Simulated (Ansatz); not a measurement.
Mulliken charges of `C[B]C` radical from PBE/def2-TZVPP in Ansatz (PBE0-D4/def2-TZVP geometry).

| atom | x (Å) | y (Å) | z (Å) | charge (e) |
| --- | --- | --- | --- | --- |
| C1 | -0.649 | 0.919 | -0.823 | -0.285 |
| B2 | 0.604 | 0.332 | -0.138 | -0.052 |
| C3 | 0.751 | -0.928 | 0.744 | -0.285 |
| H4 | -1.399 | 0.166 | -1.100 | 0.090 |
| H5 | -0.441 | 1.557 | -1.684 | 0.119 |
| H6 | -1.120 | 1.571 | -0.070 | 0.102 |
| H7 | 0.009 | -1.709 | 0.538 | 0.089 |
| H8 | 1.751 | -1.366 | 0.738 | 0.119 |
| H9 | 0.580 | -0.589 | 1.778 | 0.103 |

Q: By hand: the dipole of these point charges (1 e Å = 4.8032 D).

A: Σ q r = (-0.084, -0.030, 0.042) e Å, of length 0.099 e Å = 0.48 D.

Q: How does the dipole of the full density compare? (Best estimate.)

A: Computed: (-0.197, -0.102, 0.058) e Å, 1.10 D; the point charges give 0.44 times that, at 13° from its direction.

Point charges leave out the atoms' own dipoles, such as those of lone pairs, and Mulliken's split depends on the basis, so the two needn't agree.
